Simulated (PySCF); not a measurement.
A side-by-side comparison of computed properties.

First species: C3H4FN.
SMILES: `FCC1=NC1`

Second species: C₃H₄FN.
Geometry (GFN2-xTB, Å), atoms numbered from 1 in this order:
```xyz
9
C3H4FN angstrom
C     -0.9739   -0.2990    0.0173
C      0.2977    0.5431    0.0001
F      0.4078    1.2462    1.1840
C      1.4706   -0.3002   -0.1743
N      2.3775   -0.9777   -0.3205
H     -1.8359    0.3486    0.1597
H     -0.9316   -1.0160    0.8346
H     -1.0755   -0.8344   -0.9229
H      0.2769    1.2955   -0.8033
```

Levels: CAM-B3LYP/def2-SVPD for dipole moment, HOMO energy, LUMO energy, HOMO–LUMO gap, static isotropic polarisability and electronic spatial extent ⟨r²⟩ about the centre of nuclear charge; TDDFT CAM-B3LYP/def2-SVPD for lowest singlet excitation; TDA CAM-B3LYP/def2-SVPD for lowest triplet excitation (Tamm–Dancoff); GFN2-xTB for rotational constant A and rotational constant C. Geometries: GFN2-xTB. All species are isolated and taken at one optimised geometry, non-relativistic unless stated. Electronic properties by PySCF.

The conformers computed, where there is a choice (atom-mapped SMILES and torsion angles):
- `[F:1][CH2:2][C:3]1=[N:4][CH2:5]1`: F1–C2–C3–N4 180°

Q: Which has the higher rotational constant C?

A: The second: 3.016 GHz against 2.894 GHz, a difference of 0.122 GHz.

Q: Which of the two has the higher rotational constant A, and by how much?

A: The first: 14.943 GHz against 8.785 GHz, a difference of 6.158 GHz.

Q: Which has the higher T1 energy?

A: The second: 6.34 eV against 4.55 eV, a difference of 1.79 eV.

Q: Which of the two has the higher dipole moment, and by how much?

A: The second: 3.64 D against 1.14 D, a difference of 2.50 D.

Q: Which has the higher HOMO energy?

A: The first: -9.45 eV against -11.33 eV, a difference of 1.88 eV.

Q: Which of the two has the higher S1 energy, and by how much?

A: The second: 7.38 eV against 5.31 eV, a difference of 2.07 eV.

Q: Which has the higher LUMO energy?

A: The second: 0.72 eV against 0.49 eV, a difference of 0.23 eV.

Q: Which has the higher HOMO–LUMO gap?

A: The second: 12.05 eV against 9.94 eV, a difference of 2.11 eV.

On the first: S1 lies 4.63 eV below the HOMO–LUMO gap; its leading configuration is HOMO→LUMO, weight 0.98. No computed singlet falls in the visible range (750 to 380 nm, 1.65 to 3.26 eV); S1 lies 2.05 eV above its blue end.

On the second: The principal polarisabilities are 34.7, 37.4 and 50.5 au; their mean is the isotropic value. No computed singlet falls in the visible range (750 to 380 nm, 1.65 to 3.26 eV); S1 lies 4.12 eV above its blue end.
